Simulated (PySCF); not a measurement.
# UBHLYP/def2-TZVPPD run of AlO (SMILES [O]=[Al])

Aim: the vertical ionisation energy of AlO at UBHLYP/def2-TZVPPD, from 2 runs. Input form: a Python script.

The results are computed with PySCF 2.14.0.

2 further runs of the same task are left out: 2 set aside as unsound or not needed.

## Step 1: The structure to begin with

AlO has 2 atoms, charge 0, and is taken as a doublet. As SMILES, `[O]=[Al]`. The shape comes from GFN2-xTB, which is rough for such elements, and wasn't checked as a minimum.

Bond lengths: O1–Al2 1.570 Å.

## Step 2: The energy at UBHLYP/def2-TZVPPD

The input, job.py:

```python
# oxoaluminum
from pyscf import gto, dft

mol = gto.Mole()
mol.atom = [
    ('O', (0.000000, 0.000000, 0.000000)),
    ('Al', (0.000000, 0.000000, 1.570050)),
]
mol.verbose = 3
mol.spin = 1
mol.max_memory = 1860
mol.basis = 'def2-tzvppd'
mol.charge = 0
mol.build()

calc0 = dft.UKS(mol, xc='bhandhlyp')
calc0.conv_tol = 1e-10
calc0.grids.level = 5
calc0.kernel()
if not calc0.converged:
    calc0 = calc0.newton().run(calc0.mo_coeff, calc0.mo_occ)

energy = calc0.e_tot
print('E = %.10f Eh' % energy)
```

The run is started by

```sh
$ OMP_NUM_THREADS=1 python job.py
```

Output:

```text
converged SCF energy = -317.609521082245  <S^2> = 0.76811812  2S+1 = 2.0180368
E = -317.6095210822 Eh
```

Wall time 14 s (1 thread of Arm Neoverse V1, shared host); peak memory 0.41 GiB.

## Step 3: The singlet cation, same level

The input, run.py:

```python
from pyscf import gto, dft

mol = gto.M(
    atom='''
O      0.000000     0.000000     0.000000
Al     0.000000     0.000000     2.966965
''',
    verbose=3,
    basis='def2-tzvppd',
    spin=0,
    unit='bohr',
    charge=1,
    max_memory=1860,
)

myscf = dft.RKS(mol)
myscf.xc = 'bhandhlyp'
myscf.conv_tol = 1e-10
myscf.grids.level = 5
myscf.kernel()
if not myscf.converged:
    myscf = myscf.newton().run(myscf.mo_coeff, myscf.mo_occ)

energy = myscf.e_tot
print('E(%s) = %.9f' % ('BHLYP', energy))
```

The run is started by

```sh
$ OMP_NUM_THREADS=1 python run.py
```

Output:

```text
converged SCF energy = -317.226731905861
E(BHLYP) = -317.226731906
```

It took 6.3 s on 1 thread of Arm Neoverse V1, shared host; peak memory 0.4 GiB.

## Step 4: Summary of results

At UBHLYP/def2-TZVPPD:

```
                                          quantity          value
                         doublet AlO: total energy  -317.60952 Eh
                        doublet AlO: dipole moment         4.35 D
   doublet AlO: HOMO energy (highest over α and β)       -8.71 eV
    doublet AlO: LUMO energy (lowest over α and β)       -3.46 eV
                                 doublet AlO: ⟨S²⟩          0.768
                      singlet cation: total energy  -317.22673 Eh
                       singlet cation: HOMO energy      -17.21 eV
                       singlet cation: LUMO energy      -11.92 eV
                     singlet cation: HOMO–LUMO gap        5.29 eV
vertical ionisation energy (to the singlet cation)      10.416 eV
```

What this shows: Removing an electron at fixed nuclei costs 10.42 eV (240 kcal/mol). Only the singlet of the ionised species was computed; a triplet could lie lower.
